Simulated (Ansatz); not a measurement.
Run this with Ansatz 0.2.0, Python API and show what comes out.

`c2h2.py`
```python
# -*- coding: utf-8 -*-
'''Static correlation in C2H2: natural occupations of an active space.'''

import ansatz as az

geometry_ang = [
    ('C', [0.15591, -0.54066, 0.19909]),
    ('C', [-0.15653, 0.54051, -0.19908]),
    ('H', [0.42781, -1.49133, 0.55162]),
    ('H', [-0.42719, 1.49147, -0.55163]),
]
mol = az.Crystal.molecule()
for symbol, xyz in geometry_ang:
    mol = mol.atom(symbol, xyz)

setup = mol.calculation().basis(gaussian='def2-SVP').correlation(active_electrons=6, active_orbitals=7)
for method in [None, 'sc_nevpt2']:
    rep = (setup if method is None else setup.correlation(method)).run(threads=1).report
    space = rep['configurations']
    state = space['states'][0]
    print(method or 'casscf', f'total {rep["free_energy_ev"] / 27.211386246:.6f} Ha, active-space state {state["energy"]["hartree"]:.6f} Ha, mean field {rep["reference_energy_ev"] / 27.211386246:.6f} Ha')
    print('  determinants', state['n_determinants'], ' natural occupations', [round(n, 3) for n in space['natural_occupations']])
```

Output of `python c2h2.py`:
```text
casscf total -76.867552 Ha, active-space state -76.867552 Ha, mean field -76.762109 Ha
  determinants 1225  natural occupations [1.981, 1.941, 1.941, 0.058, 0.058, 0.017, 0.004]
sc_nevpt2 total -77.011518 Ha, active-space state -76.867552 Ha, mean field -76.762109 Ha
  determinants 1225  natural occupations [1.981, 1.941, 1.941, 0.058, 0.058, 0.017, 0.004]
```

Reading the output:
- Total energies depend on the basis set; only differences at equal settings carry meaning.
- The geometry is a force-field or estimated start, not a minimum of this method, and the basis set is short of its limit. The active space starts as a window about the frontier orbitals and is then optimised, not chosen by chemistry.
- Timing: 8.3 s on 1 thread of Arm Neoverse V1 (shared host), peak memory 0.16 GiB.
